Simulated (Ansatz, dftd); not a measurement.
Reaction: CH5Si (SMILES [SiH2]C, doublet) → CH5Si- (SMILES [SiH2-]C) (an electron is taken up)
Each species at its own B3LYP-D3(BJ)/def2-TZVP minimum (Ansatz, an electronic-structure program).

Property: adiabatic electron affinity (electronic), positive where energy is released, in eV. Open shells are spin-unrestricted; no spin-orbit coupling. Cores are frozen in correlated methods. Rows without X2C or -DK are non-relativistic. CBS(X,Y): correlation extrapolated as X^-3, Hartree-Fock from the larger set. A bracket is a step between two methods taken in the basis named. The functionals are non-relativistic, so their misses hold any scalar relativity. Double hybrids freeze cores in their MP2 part. 'core' is core correlation in cc-pwCVTZ (1s frozen past Ne), 'X2C' scalar relativity in cc-pVTZ-DK, both at CCSD(T). def2-TZVPD holds few diffuse functions, which lowers the functionals' binding of the extra electron.

| level | program | adiabatic electron affinity (eV) | difference against the last row |
|---|---|---|---|
| HF/aug-cc-pV(T+d)Z | Ansatz | -0.14 | -1.23 |
| PBE-D4/def2-TZVPD | Ansatz + dftd4 | 1.05 | -0.04 |
| r2SCAN-D3(BJ)/def2-TZVPD | Ansatz + dftd3 | 0.86 | -0.23 |
| r2SCAN/def2-TZVPD | Ansatz | 0.86 | -0.23 |
| B3LYP/def2-TZVPD | Ansatz | 1.04 | -0.05 |
| r2SCANh/def2-TZVPD | Ansatz | 0.84 | -0.25 |
| CAM-B3LYP-D4/def2-TZVPD | Ansatz + dftd4 | 1.02 | -0.07 |
| wB97X-V/def2-TZVPD | Ansatz | 0.98 | -0.11 |
| B2PLYP-D4/def2-TZVPD | Ansatz + dftd4 | 0.95 | -0.14 |
| B2GP-PLYP/def2-TZVPD | Ansatz | 0.89 | -0.20 |
| CCSD(T)/aug-cc-pV(D+d)Z | Ansatz | 1.00 | -0.09 |
| CCSDT(Q)/aug-cc-pV(D+d)Z | Ansatz | 1.01 | -0.08 |
| CCSD(T)/CBS(aug-cc-pV(T+d)Z,aug-cc-pV(Q+d)Z) + [CCSDT(Q) - CCSD(T)]/aug-cc-pV(D+d)Z + core + X2C | Ansatz | 1.09 | 0.00 |
